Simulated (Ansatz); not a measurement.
# C4H6S: small, medium and large basis sets

One table from this session's results is given with a row withheld; the runs are named, their logs left out.

Computed with Ansatz 0.2.0, Gaussian basis. Level: one geometry, several basis sets.

Plan: PBE0-D4/def2-SVP; ωB97M-V/def2-SVP; PBE0-D4/def2-QZVPP; ωB97M-V/def2-QZVPP; the functionals' def2-TZVPP values are taken from earlier runs.

## The geometry

All runs share one geometry, relaxed beforehand with PBE0-D4 in a triple-zeta def2 set.

SMILES `C=C(C)C=S`, 11 atoms, charge 0, spin multiplicity 1.

Atoms are counted from 1 here; the program's logs count them from 0.

Bond lengths: C1–C2 1.341 Å, C1–H6 1.084 Å, C1–H7 1.085 Å, C2–C3 1.491 Å, C2–C4 1.453 Å, C3–H8 1.090 Å, C3–H9 1.093 Å, C3–H10 1.093 Å, C4–S5 1.618 Å, C4–H11 1.093 Å. Angles: C2–C1–H6 121.8°, C2–C1–H7 121.0°, H6–C1–H7 117.2°, C1–C2–C3 123.2°, C1–C2–C4 117.4°, C3–C2–C4 119.5°, C2–C3–H8 111.1°, C2–C3–H9 110.5°, C2–C3–H10 110.5°, H8–C3–H9 109.2°, H8–C3–H10 109.2°, H9–C3–H10 106.2°, C2–C4–S5 126.2°, C2–C4–H11 114.2°, S5–C4–H11 119.5°.

Set-up of the first run:

The input, in.yaml:

```yaml
crystal:
  periodic: [false, false, false]
  atoms:
    - {symbol: C, position_ang: [0.687239, 1.249881, 0.455879]}
    - {symbol: C, position_ang: [0.143025, 0.107785, 0.012528]}
    - {symbol: C, position_ang: [-1.253918, -0.306863, 0.329398]}
    - {symbol: C, position_ang: [0.973124, -0.750985, -0.814544]}
    - {symbol: S, position_ang: [0.536263, -2.168729, -1.459586]}
    - {symbol: H, position_ang: [0.132522, 1.943287, 1.077713]}
    - {symbol: H, position_ang: [1.707799, 1.516558, 0.203454]}
    - {symbol: H, position_ang: [-1.750079, 0.434482, 0.955834]}
    - {symbol: H, position_ang: [-1.830028, -0.445046, -0.588555]}
    - {symbol: H, position_ang: [-1.260279, -1.272009, 0.841336]}
    - {symbol: H, position_ang: [1.979631, -0.365361, -0.992855]}
basis:
  gaussian: {orbitals: def2-SVP}
hamiltonian: {xc: pbe0, dispersion: d4}
output: {orbitals: {seedname: orbitals}}
```

Among the steps run: PBE0-D4 in def2-SVP; ωB97M-V in def2-SVP; PBE0-D4 in def2-QZVPP; ωB97M-V in def2-QZVPP.

One of the session's tables, all rows but one given; the rest of the session is left out.

It belongs to the step «Density functionals: the series». 

```
functional       basis  HOMO (eV)  LUMO (eV)
   PBE0-D4    def2-SVP      -6.31      -2.46
   PBE0-D4  def2-TZVPP      -6.45      -2.60
   PBE0-D4  def2-QZVPP      -6.48      -2.64
   ωB97M-V    def2-SVP      -8.53      -0.34
   ωB97M-V  def2-TZVPP          ?          ?
   ωB97M-V  def2-QZVPP      -8.73      -0.61
```

Estimate the missing values for ωB97M-V, def2-TZVPP.

As computed: HOMO (eV): -8.69; LUMO (eV): -0.55. In the column «HOMO (eV)» it lies between ωB97M-V, def2-QZVPP (-8.73) and ωB97M-V, def2-SVP (-8.53).
